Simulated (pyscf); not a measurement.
This saddle point was located with ωB97X-D3(BJ)/def2-SVP in PySCF.

```
Si
H 1 1.4799
H 1 1.4825 2 123.98
H 1 1.5104 2 102.79 3 113.51
S 1 2.3766 2 112.04 4 92.58
H 5 1.3495 1 93.83 2 176.72
H 5 1.4252 6 95.28 1 81.11
Cl 7 1.8824 5 132.30 6 -96.03
```
Charge 0, spin multiplicity 1.

Surface: singlet, charge 0. Lowest wavenumbers (cm⁻¹): 435i, 145, 225, 278, 336.

Problem. Name the species on either side of this saddle.

Solution. H₃Si–SH + HCl ⇌ H₂S + H₃Si–Cl, a four-centre exchange read from left to right: S–Si, Cl–H broken and H–S, Cl–Si formed. At CCSD(T)/def2-TZVPP + ΔMP2(QZVPP) it lies +118.8 kJ/mol from the left side and +156.5 kJ/mol from the right (each side as separated species at their lowest minima found). On the reactant side the descent ends in a complex, 17.9 kJ/mol under the separated species and 121.3 kJ/mol under the saddle at ωB97X-D3(BJ)/def2-TZVP. At ωB97X-D3(BJ) the barrier from the zero used here is 103.4 kJ/mol. This is the saddle that the search found; another between the same sides may lie lower. The CCSD(T) − MP2 part came from Ansatz, without density fitting, on the same reference.
